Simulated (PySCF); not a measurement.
Consider formic acid, `O=CO` (CH2O2). Numbering: `[O:1]=[CH:2][OH:3]`

These are calculated values, B3LYP-D3(BJ)/def2-TZVP in PySCF (grid level 2) at geometries from PBE0-D3(BJ)/def2-SVP. Thermal corrections: PBE0-D3(BJ)/def2-SVP frequencies, unscaled, ideal gas at 298.15 K and 1 bar, quasi-RRHO entropy.

Q: Rank these bonds by dissociation enthalpy, weakest first.
A. C2–H
B. O3–H

A: A (409 kJ/mol), B (439 kJ/mol).

Not ranked, since the method can't order them against a listed neighbour: C2–O3 (442 kJ/mol).

Q: For O3–H, what are ΔE (electronic) and ΔG(298 K) of the homolysis?

A: ΔE = 478 and ΔG = 404 kJ/mol, beside ΔH = 439 kJ/mol. The radicals are `[O]C=O` and H•.

Caveats: the order of O3–H and C2–O3 is undecided: the gaps lie inside the method's error (some 10 kJ/mol, one structure a species); acyloxyl radicals have several close states, and functionals often give them a symmetry-broken structure, so values with them are uncertain; radicals beside a multiple bond are drawn in one resonance form, and their spin spreads.
